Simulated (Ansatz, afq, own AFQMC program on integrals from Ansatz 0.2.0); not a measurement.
Integrals from Ansatz 0.2.0, then the random walk in our own AFQMC program (afq).

```yaml
crystal:
  periodic: [false, false, false]
  atoms:
    - {symbol: Ge, position_ang: [0.000000, 0.000000, 0.157800]}
    - {symbol: P, position_ang: [0.000000, 0.000000, -1.837300]}
    - {symbol: H, position_ang: [0.000000, 0.000000, 1.679500]}
basis:
  gaussian: {orbitals: cc-pVDZ}
total_charge: 1
magnetization: {spin_polarized: true, initial_magnetization: 1}
correlation: {method: ccsd_t, electrons: outside_noble_gas, hamiltonian_folder: ham}
```

```sh
$ ansatz run in.yaml --threads 1 --pin off --events-out ev --progress --plain --max-ram 16896MiB --backend cuda --devices 0, --max-vram 18GiB
```

afq runs on the folder ham with

```
--method free --trial mp1 --walkers 100 --time-step 0.02 --max-blocks 60 --target-error 0.00072 --factor-cut 1e-06 --seed 7764 --times 0.0,0.4,0.8,1.6,2.4 --taylor-order 6
```

Times are imaginary, in 1/Eh. The walk had a cap of 60 s. Filled inner d shells are frozen with the cores.

Log:

```
orbitals 31  electrons 5 4  factors 273 of 563
reference energy -2416.30318191 Eh
CCSD correlation -0.18874112 Eh in 14 cycles, weight of the determinant in the CISD state 0.8054
repeat  energy at the last time / Eh  error
    10  -2416.500967  0.000831
    20  -2416.500825  0.000590
    30  -2416.500710  0.000470
time / (1/Eh)  energy / Eh  error  mean overlap
  0.00  -2416.491607  0.000245  1.1139
  0.40  -2416.496663  0.000385  1.0984
  0.80  -2416.498562  0.000422  1.1015
  1.60  -2416.499999  0.000553  1.1084
  2.40  -2416.500716  0.000455  1.1268
energy -2416.500716 +/- 0.000455 Eh
```

The run passed its tests (error under three times the target), which doesn't prove that it has relaxed.

Against this walk (error 12.4 meV) on the same determinant: CCSD(T) 3.0 meV higher (within the noise), CCSDT(Q) 68.8 meV lower, CCSDTQ 67.0 meV lower. The error is statistical, and a free projection of finite length keeps a remainder of its start. The determinant has ⟨S²⟩ = 0.99, so the low cluster orders mix in higher spin, and so can this walk. None of these is a sure reference here. The projection is still falling at its last time (meV from the last point: 248 ± 7 at 0.00, 110 ± 10 at 0.40, 59 ± 11 at 0.80, 20 ± 15 at 1.60, 0 ± 12 at 2.40), so its energy is a cut-off value, and the gaps above aren't errors of the other methods.

Cautions: remainder of the start not in the error; start is not spin pure; no relativity below Rb; no spin-orbit coupling; inner d shell frozen; higher spins were not checked; strong correlation (T1 0.063, weight of the determinant 0.81, largest double 0.14); unrestricted determinant spin contaminated (⟨S²⟩ 0.99 against 0.75).

The walk took 6.1 s on 1 × NVIDIA H100 80GB HBM3 with 2 threads of AMD EPYC 7R13 Processor (Zen 3) (shared host) (the card was shared). The log's last line is the free-projection energy.

CCSDT and higher add their correlation energy to the determinant of the CCSD(T) run, since their own runs factorise the integrals more tightly (a shift of under 2 meV). A walk keeps the symmetry of its determinant, which the program's search chose and which needn't be the lowest solution, so a lower state of the same spin and another symmetry isn't excluded.
